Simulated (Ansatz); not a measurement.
CH3BS, SMILES B1CS1, an active-space calculation

Computed with Ansatz 0.2.0, Python API.

The cells in order, each with its output:

In [1]:
```python
import ansatz as az
```

In [2]:
```python
geometry_ang = [
    ("B", (-0.6147, -0.763, -0.0913)),
    ("C", (0.2651, 0.5157, 0.1405)),
    ("S", (1.1163, -0.8557, 0.69)),
    ("H", (-1.3252, -1.1208, -0.9325)),
    ("H", (0.6786, 0.9563, -0.8071)),
    ("H", (-0.078, 1.2035, 0.9542)),
]
mol = az.Crystal.molecule()
for symbol, xyz in geometry_ang:
    mol = mol.atom(symbol, xyz)
```

In [3]:
```python
job = mol.calculation()
job = job.basis(gaussian="cc-pVDZ").correlation(active_electrons=2, active_orbitals=3)
for method in [None, "sc_nevpt2"]:
    rep = (job if method is None else job.correlation(method)).run(threads=1, pin="off").report
    space = rep["configurations"]
    state = space["states"][0]
    print(method or "casscf", f"total {rep['free_energy_ev'] / 27.211386246:.6f} Ha, active-space state {state['energy']['hartree']:.6f} Ha, mean field {rep['reference_energy_ev'] / 27.211386246:.6f} Ha")
    print("  determinants", state["n_determinants"], " natural occupations", [round(n, 3) for n in space["natural_occupations"]])
```
```text
casscf total -461.800476 Ha, active-space state -461.800476 Ha, mean field -461.781085 Ha
  determinants 9  natural occupations [1.959, 0.036, 0.005]
sc_nevpt2 total -462.132020 Ha, active-space state -461.800472 Ha, mean field -461.781085 Ha
  determinants 9  natural occupations [1.959, 0.036, 0.005]
```

Caveats:
- Total energies depend on the basis set; only differences at equal settings carry meaning.
- The geometry is a force-field or estimated start, not a minimum of this method, and the basis set is short of its limit. The active space starts as a window about the frontier orbitals and is then optimised, not chosen by chemistry.
- Timing: 5.2 s on 1 thread of Arm Neoverse V1 (shared host), peak memory 0.16 GiB.

(Lines on the test bed's own set-up are left out of the output.)
